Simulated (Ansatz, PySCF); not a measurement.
System (SMILES): COC=O.
Geometry (B3LYP-D3(BJ)/def2-TZVP, fixed):
```
O
C 1 1.3374
O 2 1.1990 1 125.87
H 2 1.0980 3 125.01 1 -180.00
C 1 1.4400 2 115.72 4 180.00
H 5 1.0858 1 105.58 2 -180.00
H 5 1.0891 6 110.74 1 119.38
H 5 1.0891 6 110.74 7 121.24
```
Charge 0, spin multiplicity 1.

Near-linear dependence at PBE0/6-311++G(2d,2p) with PySCF (spherical functions, density fitting): canonical orthogonalisation drops combinations whose overlap eigenvalue lies under the threshold. The set has 148 functions.

| threshold | orbitals kept | energy minus last row (mEh) |
|---|---|---|
| 1e-3 | [?] | [?] |
| 1e-4 | [?] | [?] |
| 1e-5 | [?] | [?] |
| 1e-6 | 148 | 0.000 |
| 1e-7 | 148 | 0.000 |
| 1e-9 | 148 | 0.000 |

**Question.** Complete the blanks.

**Answer.** 
- 1e-3, orbitals kept: 146
- 1e-3, energy minus last row (mEh): 0.347
- 1e-4, orbitals kept: 148
- 1e-4, energy minus last row (mEh): 0.000
- 1e-5, orbitals kept: 148
- 1e-5, energy minus last row (mEh): 0.000

The smallest overlap eigenvalue is 4.8e-04. Ansatz (a quantum-chemistry and plane-wave program) at its default drops 0 functions.
